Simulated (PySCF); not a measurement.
Rotational lines of SiP⁻

Lines J+1 ← J of the vibrational ground state, computed from PBE0 constants of SiP⁻, ¹Σ⁺ (singlet), closed shell (basis Si aug-cc-pV(D+d)Z, P aug-cc-pV(D+d)Z; no relativity; PySCF 2.14; masses 27.9769 and 30.9738 u), in MHz:

```tsv
J	ν (MHz)
0	16959.2
1	33918.3
2	50877.2
3	67835.6
4	84793.5
```

Q: Find B0 and the effective bond length r0; with αe = 0.00128 cm⁻¹, find Re.

A: ν = 2B0(J+1) − 4D(J+1)³ gives B0 = 0.28285 cm⁻¹. With the reduced mass μred = 14.700 u, r0 = √(16.8576/(μred·B0)) (u, cm⁻¹, Å) = 2.0136 Å. Be = B0 + αe/2 = 0.28349 cm⁻¹ gives Re = 2.011 Å.

For an ion De counts to the pair picked by the measured ionisation energies or electron affinities, which need not be the lowest pair at this level.
